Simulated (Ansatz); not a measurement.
Geometry optimisation, UKS BLYP/def2-mTZVP in Ansatz 0.2.0.

Input file:

```yaml
crystal:
  periodic: [false, false, false]
  atoms:
    - { symbol: C, position_ang: [-0.62433, 0.36544, -0.13004] }
    - { symbol: B, position_ang: [0.78097, -0.36913, 0.03759] }
    - { symbol: S, position_ang: [1.15844, -1.40284, 1.34503] }
    - { symbol: H, position_ang: [-1.42415, -0.36827, -0.21472] }
    - { symbol: H, position_ang: [-0.65776, 1.00548, -1.00619] }
    - { symbol: H, position_ang: [-0.84446, 0.97303, 0.74576] }
    - { symbol: H, position_ang: [1.89418, -2.25849, 2.13935] }
magnetization:
  spin_polarized: true
  initial_magnetization: 1
basis:
  gaussian: { orbitals: def2-mTZVP }
hamiltonian:
  xc: blyp
relax:
  f_tol: 0.02
  max_steps: 50
```

Command:

```bash
$ ansatz run input.yaml --threads 2 --pin off --max-ram 3072MiB --backend cpu --events-out ev --progress --plain --runs-dir out
```

Question: Where does it end, and by what steps?

Answer: The forces met the threshold. The force dipped under the threshold on the way, but the program's further checks kept it going. After 19 steps the energy has fallen by 1.794 eV; H7 moved furthest, 0.64 Å.

```
step  energy less start (eV)  largest force component (eV/Å)  accepted
   0                  0.0000                           3.075       yes
   1                 -0.8601                           2.201       yes
   2                 -1.3447                           1.152       yes
   3                 -1.6621                           0.651       yes
   4                 -1.7741                           0.169       yes
   5                 -1.7780                           0.142       yes
   6                 -1.7795                           0.039       yes
   7                 -1.7799                           0.024       yes
   8                 -1.7807                           0.115       yes
   9                 -1.7739                           0.467        no
  10                 -1.7837                           0.121       yes
  11                 -1.7851                           0.224       yes
  12                 -1.7911                           0.046       yes
  13                 -1.7893                           0.171        no
  14                 -1.7921                           0.023       yes
  15                 -1.7916                           0.174        no
  16                 -1.7930                           0.015       yes
  17                 -1.7934                           0.068       yes
  18                 -1.7934                           0.047       yes
  19                 -1.7936                           0.016       yes
```

```xyz
7
Properties=species:S:1:pos:R:3
C -0.621 0.292 -0.096
B 0.472 -0.756 0.272
S 1.140 -1.136 1.881
H -1.494 -0.217 -0.537
H -0.255 0.975 -0.879
H -0.985 0.908 0.744
H 2.025 -2.121 1.532
```

The run took 25 s on 2 threads of Arm Neoverse V2, on a shared host, peak memory 0.16 GiB.
